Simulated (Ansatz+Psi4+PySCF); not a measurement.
A calculation with PySCF 2.14.0.

```python
from pyscf import gto, scf, mp

mol = gto.M(atom="""
F 0.000000 0.000000 0.710300
F 0.000000 0.000000 -0.710300
""", basis='aug-cc-pvtz', charge=-1, spin=1)
mf = scf.UHF(mol)
mf.kernel()
pt = mp.MP2(mf, frozen=2).run()
print(mf.e_tot, pt.e_corr, pt.e_tot)
```

The script is written out from the run's settings.

Output:

```json
{
  "Converged": "yes",
  "Reference energy": "-198.76824 hartree",
  "Correlation energy": "-0.54210 hartree",
  "Total energy": "-199.31034 hartree",
  "Spin squared of the determinant": "0.763"
}
```

Messages of the program:
```
WARN: HOMO -0.238308096347941 >= LUMO -0.238308096347941
WARN: HOMO -0.238308096347941 >= LUMO -0.238308096347941
```
